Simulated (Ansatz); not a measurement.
BHClO (SMILES O[B]Cl): methods side by side

BHClO: 4 atoms, total charge 0, spin state doublet. SMILES: `O[B]Cl`. The coordinates come from a PBE0-D4/def2-TZVP relaxation.

Quantity: the vertical ionisation energy (to the singlet cation), in eV. The values are calculated.

```tsv
level	kind	program	value (eV)	less FCI/STO-3G
USVWN5/STO-3G	LDA	Ansatz	6.26	+0.57
UBLYP/STO-3G	GGA	Ansatz	6.26	+0.57
UBHLYP/STO-3G	global hybrid	Ansatz	7.05	+1.36
UHSE06/STO-3G	range-separated hybrid	Ansatz	6.84	+1.15
UB2PLYP/STO-3G	double hybrid	Ansatz	6.38	+0.69
UMP2/STO-3G	perturbation theory	Ansatz	5.81	+0.12
UCCSDT(Q)/STO-3G	coupled cluster or CI	Ansatz	5.68	-0.01
FCI/STO-3G	exact in the basis	Ansatz	5.69	0.00
```

FCI/STO-3G is exact within its basis and frozen core, so for wave-function methods in that basis the difference is their error; functionals converge differently with the basis, so for them it is only a difference. The values span 5.68 to 7.05 eV. All rows use very small basis sets, so none should be taken for the real molecule's value.
